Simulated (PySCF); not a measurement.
Below is a simulated gas-phase C 1s photoelectron spectrum of `[H]/N=C(\C#N)OC`.

Every computed line was given a Gaussian of 0.7 eV full width at half maximum and an area set by the number of equivalent atoms; the highest printed point is 100. Method: delta-SCF UKS SCAN, pcX-2 on the ionised atom, pcseg-1 elsewhere, spin-free X2C in PySCF 2.14.0.

binding energy (eV), intensity and a bar:
```
    291.9          0 
    292.0          0 
    292.1          1 
    292.2          3 #
    292.3          7 ##
    292.4         14 ####
    292.5         25 ########
    292.6         42 ############
    292.7         61 ##################
    292.8         80 ########################
    292.9         95 ############################
    293.0        100 ##############################
    293.1         95 ############################
    293.2         80 ########################
    293.3         61 ##################
    293.4         41 ############
    293.5         25 ########
    293.6         14 ####
    293.7          7 ##
    293.8          3 #
    293.9          1 
    294.0          0 
    294.1          0 
    294.2          1 
    294.3          2 
    294.4          4 #
    294.5          8 ##
    294.6         15 ####
    294.7         23 #######
    294.8         34 ##########
    294.9         43 #############
    295.0         49 ###############
    295.1         51 ###############
    295.2         46 ##############
    295.3         38 ###########
    295.4         27 ########
    295.5         18 #####
    295.6         10 ###
    295.7          5 ##
    295.8          2 #
    295.9          1 
    296.0          0 
    296.1          0
```

Q: How many maxima does the curve show, and how many computed lines lie under it?

A: The curve has 2 maxima (at 293.0 and 295.1 eV). Under it lie 3 lines from 3 inequivalent carbon sites. At this width some lines have no maximum of their own.

Q: Decompose the envelope and assign each component. Numbering: `[H]/[N:4]=[C:3](/[O:2][CH3:1])[C:5]#[N:6]`.

A: 
| position (eV) | relative area | line | atoms | environment |
| --- | --- | --- | --- | --- |
| 292.95 | 1 | C 1s | C5 | nitrile carbon |
| 293.05 | 1 | C 1s | C1 | methoxy carbon |
| 295.07 | 1 | C 1s | C3 | C=N carbon |

The listed C 1s values span 2.12 eV, from C5 (bonded to N (triple bond) and C) to C3 (bonded to O, N (double bond) and C). Summing the Pauling electronegativity differences to the bonded atoms, each weighted by its formal bond order, gives +1.47 for the lowest site and +1.87 for the highest; no listed site has a larger sum than the highest. The smallest sum, -0.16, belongs to C1, 0.10 eV above the lowest.

The curve has no shake-up lines and no vibrational structure. The structure is a single PBE0-D3(BJ)/def2-SVP conformer in the gas phase; no vibrational or solvent corrections.

On Arm Neoverse V1, one thread, on a shared host, this took 38 s wall.

The values belong to the conformer `[H]/[N:4]=[C:3](/[O:2][CH3:1])[C:5]#[N:6]`: C1–O2–C3–N4 0°.
